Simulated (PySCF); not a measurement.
**Sulfur: a sound run and one with changed settings**

Sound run: S [Ne] 3s2 3p4, S⁺ [Ne] 3s2 3p3. All numbers are calculated (PySCF 2.14, the non-relativistic Hamiltonian (point nucleus), in def2-SVP (4s3p1d, 18 functions)). In the sound run the correlated levels freeze [Ne]. The sound run starts from symmetry-adapted Hartree-Fock orbitals and uses a fine grid where one is needed.

Changed run: basis STO-3G. This setting is unsound on purpose.

```json
{"species": "S", "method": "UHF", "sound run (hartree)": "-397.36640", "changed run (hartree)": "-393.13022", "converged": "yes"}
{"species": "S", "method": "BP86", "sound run (hartree)": "-398.01325", "changed run (hartree)": "-393.68536", "converged": "yes"}
{"species": "S", "method": "B3LYP", "sound run (hartree)": "-397.99516", "changed run (hartree)": "-393.67264", "converged": "yes"}
{"species": "S", "method": "MP2", "sound run (hartree)": "-397.44843", "changed run (hartree)": "-393.13022", "converged": "yes"}
{"species": "S⁺", "method": "UHF", "sound run (hartree)": "-397.02866", "changed run (hartree)": "-392.92422", "converged": "yes"}
{"species": "S⁺", "method": "BP86", "sound run (hartree)": "-397.62644", "changed run (hartree)": "-393.41776", "converged": "yes"}
{"species": "S⁺", "method": "B3LYP", "sound run (hartree)": "-397.61142", "changed run (hartree)": "-393.40787", "converged": "yes"}
{"species": "S⁺", "method": "MP2", "sound run (hartree)": "-397.09698", "changed run (hartree)": "-392.92422", "converged": "yes"}
```

Ionisation energy of S:

| method | sound run (eV) | changed run (eV) |
| --- | --- | --- |
| UHF | 9.190 | 5.606 |
| BP86 | 10.526 | 7.282 |
| B3LYP | 10.442 | 7.205 |
| MP2 | 9.563 | 5.606 |
| SCS-MP2 | 9.603 | 5.606 |

A minimal basis cannot let orbitals breathe on ionisation and holds almost no correlation.

For comparison, NIST gives 10.360 eV between the lowest levels.
